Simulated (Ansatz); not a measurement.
## A-type hexagonal La₂O₃

These are PBE in Ansatz (PAW) values and carry that method's errors.

Run with plane-wave cutoff 500 eV, 12×12×8 k mesh (along the axes of the cell as run), Fermi–Dirac smearing 0.05 eV, scalar-relativistic PAW data made under PBE.

Cell (relaxed at this level):

La₂O₃ has the trigonal space group P-3m1 (No. 164), Pearson symbol hP5. Lattice parameters: a = 3.9402 Å, b = 3.9402 Å, c = 6.1884 Å, α = 90.00°, β = 90.00°, γ = 120.00°. La on 2d has 4 O at 2.370–2.463 Å and 3 O at 2.742 Å. O1 on 2d is coordinated by 4 La at 2.370–2.463 Å (tetrahedral). O2 on 1a is coordinated by 6 La at 2.742 Å (octahedral). (Neighbours: up to the widest gap in distance over summed covalent radii, below 1.35, at either atom; cation-cation and far metal-metal contacts left out.)

| Item | Value |
|---|---|
| band gap | 3.83 eV (on the SCF k mesh) |

Spin–orbit coupling is not included.

Computed values are for the static lattice.

Ansatz is a quantum-chemistry and plane-wave program.
